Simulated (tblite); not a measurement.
Species: C5H11P.
Geometry (GFN2-xTB, Å), atoms numbered from 1 in this order:
```
atom  x, y, z in Å
C1     2.2036   -1.0206    0.0295
C2     1.4844    0.0761    0.2327
P3    -0.3454    0.1592    0.2570
C4    -1.3430    0.0351    1.6390
C5    -0.8650   -1.1024   -0.9495
C6    -0.6534    1.7607   -0.5525
H7     3.2679   -1.0460    0.2019
H8     1.7622   -1.9269   -0.3519
H9     1.9507    0.9636    0.6526
H10   -1.1576    0.8583    2.3283
H11   -1.1941   -0.9232    2.1357
H12   -0.2680   -1.0450   -1.8581
H13   -0.7650   -2.0886   -0.5001
H14   -1.9168   -0.9268   -1.1697
H15   -1.7316    1.8905   -0.6293
H16   -0.2439    2.5603    0.0628
H17   -0.1921    1.7877   -1.5384
```

Level: GFN2-xTB in tblite, geometry and Hessian alike; calculated harmonic values, unscaled, isolated species. This tight-binding method is rough: wavenumbers can miss measured ones by several per cent, in bad cases by 10 to 20. One conformer, not necessarily the lowest.

Harmonic wavenumbers (cm⁻¹): 89.2, 127.1, 172.2, 179.2, 196.2, 238.2, 241.9, 277.2, 341.5, 364.2, 527.6, 614.9, 723.4, 745.4, 769.7, 775.0, 818.9, 855.2, 872.5, 881.9, 932.5, 985.3, 986.8, 1000.4, 1236.1, 1299.1, 1303.1, 1394.1, 1400.4, 1413.0, 1421.4, 1430.8, 1440.1, 1631.2, 2952.5, 2964.4, 2987.8, 2994.5, 2996.3, 3003.7, 3006.3, 3010.2, 3011.6, 3084.6, 3109.3.

A = 3579, B = 2148, C = 2059 MHz; mass 102.060 u (most abundant isotopes); point group C1, symmetry number 1.

Question: Zero-point energy?

Answer: Half the sum of the wavenumbers: 30403 cm⁻¹ = 363.71 kJ/mol.

Question: Give the ideal-gas entropy at 400 K and 1 bar in the rigid-rotor, harmonic-oscillator model (classical rotation).

Answer: Translation 172.65, rotation 118.35, vibration 141.30: S = 432.3 J/(mol K).

Question: And Cp and H(400 K) − H(0)?

Answer: Cp = 185.48 J/(mol K), of which vibrations give 152.23 (their classical limit is 45 R = 374.2); H(400 K) − H(0) = 44.40 kJ/mol without the zero-point energy, 31.09 from vibrations.

Question: How do the functions run with temperature in this model?

Answer: 
```
T (K)  S (J/(mol K))  Cp (J/(mol K))  H − H(0) (kJ/mol)  G − H(0) (kJ/mol)  ln q(vib)
  100          267.0            73.7               4.85             -21.85       0.82
  200          330.9           113.5              14.29             -51.88       2.97
  300          384.0           151.1              27.53             -87.67       5.30
  500          476.9           214.2              64.43            -174.01       9.97
  800          591.9           274.7             138.53            -334.96      16.59
 1000          656.3           302.3             196.35            -459.91      20.65
```

q(vib) and H(0) count from the zero-point level.

Question: Blend soft modes into free rotors: weight 1/[1 + (100 cm⁻¹/ν̃)⁴] for the oscillator and the rest for a rotor with moment μB/(μ + B), μ = h/(8π²ν), B = 10⁻⁴⁴ kg m². What vibrational entropy results?

Answer: 137.67 J/(mol K) in place of 141.30, which changes −T·S at 400 K by +1.45 kJ/mol.

Question: Which modes carry the vibrational entropy at 400 K?

Answer: 89.2 cm⁻¹: 17.80; 127.1 cm⁻¹: 14.89; 172.2 cm⁻¹: 12.43; 179.2 cm⁻¹: 12.11; 196.2 cm⁻¹: 11.38; 238.2 cm⁻¹: 9.85 J/(mol K); the other 39 give 62.83 together.

Hindered rotation and anharmonicity are outside this model. Other conformers, if any are populated, would add a mixing term that is left out. The structure is chiral; the term R ln 2 for an equal mix with its mirror image is left out.
